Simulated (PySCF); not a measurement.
# Static response to an electric field

Compound: C₅H₉N.
Atom-mapped SMILES: `[CH2:1]=[CH:2][N:3]=[C:4]([CH3:5])[CH3:6]` (hydrogens: H7, H8 on C1; H9 on C2; H10, H11, H12 on C5; H13, H14, H15 on C6)

Structure used (GFN2-xTB), in Å, numbered top down from 1:
```
atom  x, y, z in Å
C1     2.376   -0.617    0.095
C2     1.639    0.238    0.797
N3     0.517    0.887    0.351
C4    -0.571    0.381   -0.034
C5    -0.928   -1.080    0.015
C6    -1.634    1.295   -0.560
H7     2.078   -0.942   -0.887
H8     3.321   -0.974    0.463
H9     1.972    0.602    1.762
H10   -1.916   -1.212    0.452
H11   -0.194   -1.637    0.593
H12   -0.953   -1.482   -0.997
H13   -1.262    2.314   -0.607
H14   -2.509    1.261    0.088
H15   -1.941    0.974   -1.554
```

Level: PBE0/def2-SVPD (PySCF), static field, nuclei fixed, core orbitals frozen in the response. The polarisability tensor in these axes (au):

```
x   91.98 -8.58  6.53
y   -8.58 66.75  2.37
z    6.53  2.37 56.88
```

Problem. Give the principal values, the mean and the anisotropy Δα = √{½[(α1 − α2)² + (α2 − α3)² + (α1 − α3)²]}.

Solution. Principal values 54.32, 65.85 and 95.43 au; mean 71.87 au = 10.65 Å³ = 11.85 × 10⁻⁴⁰ C²·m²/J; Δα = 36.72 au (51 % of the mean).

Problem. What is the dipole moment, and where does it point?

Solution. (-1.55, -1.13, -0.27) D, 1.94 D in size, pointing from the negative to the positive side. Measured along this direction, the outermost atoms are H9 and H8 at the negative end and H10 at the positive end.

Problem. Find the Langevin capture rate constant for NH4+ (18.034 u) meeting this molecule (83.073 u), k = 2.342 × 10⁻⁹ cm³/s × √(α in Å³ / reduced mass in u).

Solution. The reduced mass is 14.82 u, so k = 1.99 × 10⁻⁹ cm³/s. The formula leaves out the permanent dipole, which adds to the capture rate.

Problem. Refractivity n − 1 of an ideal gas of it at 400 K and 1 atm, from the electronic α?

Solution. N = p/kT = 1.8347 × 10¹⁹ cm⁻³, so n − 1 = 2π × N × 10.65 × 10⁻²⁴ cm³ = 1228 × 10⁻⁶ at long wavelengths, for an ideal gas.

Problem. What depolarisation ratio follows for Rayleigh scattering of linearly polarised light, taking the static tensor?

Solution. ρ = 3Δα²/(45ᾱ² + 4Δα²) = 4045.8/(232424 + 5394.3) = 0.017.

Problem. In TDDFT the mean static polarisability is Σ f/ω² over all singlet excitations (ω in hartree). How much of it do the 6 lowest give? Their energies (eV) and oscillator strengths: 4.55, 0.0532; 5.92, 0.0475; 6.29, 0.0639; 6.60, 0.2654; 6.81, 0.0274; 7.00, 0.0186.

Solution. They add up to 9.33 au, 13.0 % of the 71.87 au; the largest single term is 4.51 au, from the state at 6.60 eV. Terms in order: 1.90, 1.00, 1.20, 4.51, 0.44, 0.28 au. Higher excitations give the rest. The strengths listed sum to 0.476.

Isolated species at its GFN2-xTB geometry (one conformer only).
